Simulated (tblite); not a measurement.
Species: C6H9 (doublet state).
Z-matrix (Å and degrees, GFN2-xTB geometry), rows numbered from 1:
```
C 
C   1  1.4740
C   2  1.5061  1  111.60
C   3  1.5002  2  131.87  1   137.63
C   3  1.4829  2  136.40  1    49.06
C   5  1.4979  3   60.36  4   117.76
H   1  1.0718  2  121.16  3   102.17
H   1  1.0731  2  119.65  3   -67.19
H   2  1.0980  1  110.37  3   118.28
H   2  1.0939  1  110.74  3  -121.75
H   4  1.0836  3  117.54  5   107.51
H   4  1.0853  3  119.26  5  -108.51
H   5  1.0679  3  135.82  4  -121.15
H   6  1.0830  3  117.35  5  -107.59
H   6  1.0853  3  119.39  5   108.27
```

Level: GFN2-xTB in tblite, geometry and Hessian alike; calculated harmonic values, unscaled, isolated species. The method is semi-empirical: single wavenumbers can be off by several per cent or more. One conformer, not necessarily the lowest. Open shells enter through the occupations alone, without spin polarisation, and single modes of such species can be off by tens of per cent.

Harmonic wavenumbers (cm⁻¹): 60.8, 97.4, 179.0, 286.0, 397.2, 454.9, 523.2, 686.9, 795.4, 806.6, 874.7, 906.0, 936.5, 941.9, 1008.9, 1055.5, 1067.0, 1074.7, 1092.9, 1110.6, 1128.5, 1174.2, 1206.8, 1271.8, 1300.8, 1398.4, 1438.8, 1457.1, 1467.7, 1552.7, 2889.4, 2950.4, 3003.3, 3006.7, 3051.9, 3060.5, 3134.0, 3176.3, 3183.1.

A = 7057, B = 2934, C = 2537 MHz; mass 81.070 u (most abundant isotopes); point group C1, symmetry number 1; spin multiplicity 2.

Zero-point energy?

Half the sum of the wavenumbers: 27604 cm⁻¹ = 78.92 kcal/mol.

Give the ideal-gas entropy at 400 K and 1 bar in the rigid-rotor, harmonic-oscillator model (classical rotation).

Translation 40.58, rotation 27.09, vibration 22.81, spin (R ln 2) 1.38: S = 91.9 cal/(mol K).

And Cp and H(400 K) − H(0)?

Cp = 35.07 cal/(mol K), of which vibrations give 27.12 (their classical limit is 39 R = 77.5); H(400 K) − H(0) = 8.12 kcal/mol without the zero-point energy, 4.94 from vibrations.

How do the functions run with temperature in this model?

```
 T (K)  S (cal/(mol K))  Cp (cal/(mol K))  H − H(0) (kcal/mol)  G − H(0) (kcal/mol)  ln q(vib)
    50             54.2              10.9                 0.46                -2.25       0.26
   100             62.6              13.7                 1.07                -5.19       0.92
298.15             82.8              26.8                 4.96               -19.73       3.73
373.15             89.5              33.0                 7.20               -26.19       4.85
   500            100.5              42.1                11.98               -38.25       6.85
   750            120.1              54.7                24.21               -65.88      10.94
  1000            137.0              62.8                38.96               -98.07      14.94
```

q(vib) and H(0) count from the zero-point level.

Blend soft modes into free rotors: weight 1/[1 + (100 cm⁻¹/ν̃)⁴] for the oscillator and the rest for a rotor with moment μB/(μ + B), μ = h/(8π²ν), B = 10⁻⁴⁴ kg m². What vibrational entropy results?

21.10 cal/(mol K) in place of 22.81, which changes −T·S at 400 K by +0.68 kcal/mol.

What must be added to the electronic energy to get the Gibbs energy at 400 K and 1 bar?

ZPE + [H(400 K) − H(0)] − T·S = 78.92 + 8.12 − 36.74 = 50.30 kcal/mol.

Hindered rotation and anharmonicity are outside this model. Other conformers, if any are populated, would add a mixing term that is left out. The structure is chiral; the term R ln 2 for an equal mix with its mirror image is left out.
